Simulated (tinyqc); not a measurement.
Born-Oppenheimer dynamics on the RHF/sto-3g surface (energies and gradients from PySCF), for HF, spin multiplicity 1, step by step. One step of it, computed by the program tinyqc.

Problem. Velocity Verlet step 1. dt = 1 fs = 41.3414 atomic units; x' = x + v dt - g dt^2 / (2m); after the new gradient g', v' = v - (g + g') dt / (2m).

positions (bohr), order 1F, 2H:
```
[[0.000000, 0.000000, 0.000000],
 [0.000000, 0.000000, 1.610047]]
```

velocities (bohr per atomic time unit), order 1F, 2H:
```
[[0.000000554, -0.000003123, -0.000002015],
 [-0.000010446, 0.000058877, 0.000037985]]
```

gradient (hartree/bohr), order 1F, 2H:
```
[[0.00000000, 0.00000000, 0.19410629],
 [0.00000000, 0.00000000, -0.19410629]]
```

masses (electron masses): [34631.970081, 1837.152588]

gradient after step 1 (hartree/bohr), order 1F, 2H:
```
[[-0.00002230, 0.00012571, 0.08370891],
 [0.00002230, -0.00012571, -0.08370891]]
```

Give: positions after step 1; velocities after step 1.

Solution.

positions after step 1 (bohr), order 1F, 2H:
```
[[0.000, 0.000, -0.005],
 [0.000, 0.002, 1.702]]
```

velocities after step 1 (bohr per atomic time unit), order 1F, 2H:
```
[[0.000001, -0.000003, -0.000168],
 [-0.000011, 0.000060, 0.003164]]
```
